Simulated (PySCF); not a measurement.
## A rate constant, worked out

An elementary step of SiH4S2, singlet (SiH₄S₂ ([SH][SiH2][SH]) → SiH₂S ([SiH2][S]) + H₂S (still joined by a long Si–S bond); Si–S, S–H broken or loosened, S–H formed or tightened). The start structure is the reactant molecule, and the electronic barrier above it is 1.654 eV by CCSD(T) at an estimated basis limit (MP2 extrapolated from triple and quadruple zeta, plus CCSD(T) − MP2 in triple zeta). Program: PySCF 2.14 with density fitting (its default auxiliary sets; JK sets also for MP2 and CCSD(T)). Basis: def2-TZVPP and def2-QZVPP. Cores are frozen in the correlated methods. Extrapolation: Hartree–Fock as exp(−7.88 √X), correlation as X^−2.97. Harmonic wavenumbers (analytic Hessian with the translational sum rule) at PBE0-D4/def2-TZVP (PySCF 2.14 with density fitting (its default auxiliary sets; JK sets also for MP2 and CCSD(T))), in cm⁻¹:

Start: 144, 221, 250, 476, 481, 553, 627, 738, 823, 879, 931, 2236, 2247, 2708, 2709.

Saddle: 580i, 189, 278, 374, 474, 620, 647, 672, 790, 986, 1097, 1620, 2205, 2211, 2713.

Task: Work out the transition-state-theory rate constant at 600 K from these numbers alone (harmonic vibrations; rotation, path degeneracy and anharmonicity left out), and the Wigner tunnelling factor. Use 1 cm⁻¹ = 1.2398 × 10⁻⁴ eV and k_B = 8.617 × 10⁻⁵ eV/K.

Result: Zero-point energies, half the sums: start 16023/2 cm⁻¹ = 0.9933 eV; saddle, real modes only, 14876/2 cm⁻¹ = 0.9222 eV.
Barrier with zero-point energy: 1.654 + 0.9222 − 0.9933 = 1.5829 eV.
k_BT = 0.05170 eV, so the barrier is 30.61 k_BT.
Vibrational partition functions from the zero-point level, ln q = −Σ ln(1 − exp(−hν/k_BT)): start 4.831, saddle 3.727.
k = (k_BT/h) exp(ln q‡ − ln q) exp(−E0/k_BT), with log₁₀(k_BT/h in s⁻¹) = 13.10: log₁₀ k = 13.10 + (-1.104 − 30.61)/2.3026 = -0.67, so k ≈ 2 × 10^(-1) s⁻¹.
Wigner factor: 1 + (hν‡/k_BT)²/24 = 1 + (1.39)²/24 = 1.08. A change of 1 kcal/mol (0.043 eV) in the barrier would change k by a factor of 2.3 at this temperature.

No T1 diagnostic of these runs exceeds 0.015.

Labels in which every atom is bracketed show which atoms are joined, not bond orders.

For scale, one of the runs: CCSD(T)/def2-TZVPP, 182 basis functions, launched by `OMP_NUM_THREADS=4 python run.py`. Hardware: 4 CPU threads of an Arm Neoverse V1, shared host. Wall time 3.4 min; peak host memory 1.6 GiB.
